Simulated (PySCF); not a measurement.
# Core binding energy against partial charge

Compound: C₄H₇N.
Z-matrix (Å and degrees, PBE0-D3(BJ)/def2-SVP geometry), rows numbered from 1:
```
C 
C   1  1.3226
C   2  1.4606  1  149.24
C   2  1.4675  1  147.77  3  -178.16
N   4  1.4296  2  118.51  3  -106.59
H   1  1.0940  2  121.21  3    -1.25
H   1  1.0941  2  121.30  3   178.48
H   3  1.0953  2  117.27  4   104.82
H   3  1.0955  2  119.68  4  -107.34
H   4  1.1043  2  114.94  3   104.35
H   5  1.0174  4  110.74  2   -81.05
H   5  1.0177  4  110.66  2   160.25
```

Binding energies: delta-SCF UKS SCAN, pcX-2 on the ionised atom, pcseg-1 elsewhere, spin-free X2C (PySCF). Charges: PBE0/pcSseg-1 ground-state density, for the ionised atom.

| atom | environment | C 1s (eV) | Mulliken (e) | IAO (e) | Hirshfeld (e) | ESP (e) |
| --- | --- | --- | --- | --- | --- | --- |
| C1 | terminal =CH2 carbon | 290.13 | -0.135 | -0.325 | -0.108 | -0.563 |
| C2 | fully substituted alkene carbon | 290.42 | -0.188 | +0.012 | -0.010 | +0.147 |
| C3 | allylic carbon | 290.52 | -0.153 | -0.306 | -0.096 | -0.354 |
| C4 | sp3 carbon bound to nitrogen | 291.41 | -0.117 | -0.041 | -0.005 | +0.231 |

Problem. How well does each charge scheme correlate with the binding energies over these sites?

Solution. ESP: r = 0.73, slope 1.0 eV per e; Hirshfeld: r = 0.67, slope 6.8 eV per e; IAO: r = 0.54, slope 1.7 eV per e; Mulliken: r = 0.53, slope 9.6 eV per e. ESP charges have the highest r, on only 4 points.

Problem. The point-charge model writes a binding energy as kq + V + constant, with V the potential of the other atoms' charges at the site. What does it give with the IAO charges?

Solution. V = Σ 14.40 eV Å × q/r over all other atoms: +3.57 eV at C1, -3.05 eV at C2, +3.19 eV at C3, -1.86 eV at C4. Fitting binding energy − V to q gives k = 21.1 eV per e and leaves an rms residual of 0.34 eV, against 0.40 eV for the fit on q alone. The model has no term for differences in relaxation between sites.

Geometry: PBE0-D3(BJ)/def2-SVP, one conformer, isolated molecule.
